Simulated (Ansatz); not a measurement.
For C (P6₃/mmc, No. 194, 4 atoms in the cell; start mp-47), PBE-D4 (PAW; Ansatz, a quantum-chemistry and plane-wave program) gives:

```
Item                   Value
-------------------  -------
lattice parameter a  2.501 Å
lattice parameter c  4.164 Å
```

### Question
What does r²SCAN in Ansatz (PAW) give for the same quantities?

### Answer

- lattice constant a: 2.503 Å (hardly moves)
- lattice parameter c: 4.169 Å (goes up by 0.1 %)

Changes are worked out from the printed values.

Unless a cell is named, each level is at its own relaxed cell (PBE-D4 5.64, r²SCAN 5.66 Å³/atom).

Caveats: the relaxation could not lower the start's symmetry, so the cell can be a saddle point above a distorted one (PBE-D4, r²SCAN). Ansatz's density-functional and Hartree–Fock values are scalar-relativistic unless marked +SOC, with PAW data made under PBE.

A start named mp-… is a Materials Project structure, which need not be a measured phase.
